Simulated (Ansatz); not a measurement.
**CH₂F−: one structure at several levels**

A test off equilibrium: a structure displaced at random from a GFN2-xTB minimum is computed at several levels, and each is set against CCSD(T).

The runs use Ansatz 0.2.0, Gaussian basis; single points in def2-TZVPPD.

Cores are frozen in the correlated methods.

## Step 1: The system as given

SMILES `[CH2-]F`, 4 atoms, charge -1, spin multiplicity 1.

Atoms are counted from 1 here; the program's logs count them from 0.

Bond lengths: C1–H3 1.157 Å, C1–H4 1.130 Å. Angles: H3–C1–H4 101.7°.

As a file:

```xyz
4

C     0.0476   -0.1117   -0.4301
F     0.9614    0.7201    0.4745
H    -0.9619    0.4165   -0.2278
H    -0.0428   -1.0338    0.2176
```

## Step 2: CCSD(T)/def2-TZVPPD

Input file run/in.yaml:

```yaml
crystal:
  periodic: [false, false, false]
  atoms:
    - {symbol: C, position_ang: [0.047600, -0.111700, -0.430100]}
    - {symbol: F, position_ang: [0.961400, 0.720100, 0.474500]}
    - {symbol: H, position_ang: [-0.961900, 0.416500, -0.227800]}
    - {symbol: H, position_ang: [-0.042800, -1.033800, 0.217600]}
basis:
  gaussian: {orbitals: "def2-TZVPPD.json"}
total_charge: -1
correlation: {method: ccsd_t}
output: {forces: true}
```

The basis file named in the input lies beside it (Basis Set Exchange, JSON).

No record of the launch command was kept for these runs.

## Step 3: PBE0-D4/def2-TZVPPD

Changes to run/in.yaml since step 2:

```diff
@@ -10,3 +10,3 @@
 total_charge: -1
-correlation: {method: ccsd_t}
-output: {forces: true}
+hamiltonian: {xc: pbe0, dispersion: d4}
+output: {forces: true, orbitals: {seedname: orbitals}}
```

## Step 4: wB97M-V/def2-TZVPPD

Changes to run/in.yaml since step 3:

```diff
@@ -10,3 +10,3 @@
 total_charge: -1
-hamiltonian: {xc: pbe0, dispersion: d4}
-output: {forces: true, orbitals: {seedname: orbitals}}
+hamiltonian: {xc: {name: wB97M-V}}
+output: {forces: true}
```

## Step 5: r2SCAN-D4/def2-TZVPPD

Changes to run/in.yaml since step 4:

```diff
@@ -10,3 +10,3 @@
 total_charge: -1
-hamiltonian: {xc: {name: wB97M-V}}
+hamiltonian: {xc: r2scan, dispersion: d4}
 output: {forces: true}
```

## Step 6: PBE-D4/def2-TZVPPD

Changes to run/in.yaml since step 5:

```diff
@@ -10,3 +10,3 @@
 total_charge: -1
-hamiltonian: {xc: r2scan, dispersion: d4}
+hamiltonian: {xc: pbe, dispersion: d4}
 output: {forces: true}
```

## Step 7: LC-wPBE/def2-TZVPPD

Changes to run/in.yaml since step 6:

```diff
@@ -10,3 +10,3 @@
 total_charge: -1
-hamiltonian: {xc: pbe, dispersion: d4}
+hamiltonian: {xc: {name: LC-wPBE}}
 output: {forces: true}
```

## Step 8: BLYP-D4/def2-TZVPPD

Changes to run/in.yaml since step 7:

```diff
@@ -10,3 +10,3 @@
 total_charge: -1
-hamiltonian: {xc: {name: LC-wPBE}}
+hamiltonian: {xc: {name: BLYP}, dispersion: d4}
 output: {forces: true}
```

(Steps that only read results are left out.)

Before running it: what results should come out? Wanted: RMS force component; RMS force error; HOMO and LUMO, PBE0-D4; T1 diagnostic.

The runs gave:

```
              quantity                                                                                           value
   RMS force component                                                            0.295 to 0.547 eV/Å over the methods
       RMS force error  PBE0-D4 0.113, wB97M-V 0.063, r2SCAN-D4 0.052, PBE-D4 0.161, LC-wPBE 0.156, BLYP-D4 0.247 eV/Å
HOMO and LUMO, PBE0-D4                                                                                1.23 and 5.11 eV
         T1 diagnostic                                                                                           0.015
```

In words: On forces the order runs from r2SCAN-D4 to BLYP-D4. Frozen-core CCSD(T) forces in triple zeta carry basis errors of their own, and this is one geometry, so small gaps rank nothing.
